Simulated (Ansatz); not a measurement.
Basis-set extrapolation for H₃NSSi (`N[Si]S`) (PBE0-D4/def2-TZVP geometry, frozen core, the Gaussian-basis code of Ansatz). Multiplicity 1, RHF reference.

```json
{"": "HF", "cc-pV(T+d)Z": "-742.755019", "cc-pV(Q+d)Z": "-742.765836"}
{"": "MP2 correlation", "cc-pV(T+d)Z": "-0.495263", "cc-pV(Q+d)Z": "-0.534044"}
{"": "CCSD(T) correlation", "cc-pV(T+d)Z": "-0.554661", "cc-pV(Q+d)Z": "-0.590532"}
```

Energies in hartree. Use E(X) = E(∞) + A·exp(−5.46·√X) for Hartree–Fock and E(X) = E(∞) + B·X^(−3.05) for correlation, with X = 3 and 4.

Problem. What is the CCSD(T) energy at the basis-set limit?

Solution. HF limit: -742.765836 + (-0.010817) × 0.30130 = -742.76910. Correlation limit: -0.590532 + (-0.035871) × 0.71189 = -0.61607. Total: -743.38517 hartree, 2.05 eV below CCSD(T)/cc-pV(T+d)Z.
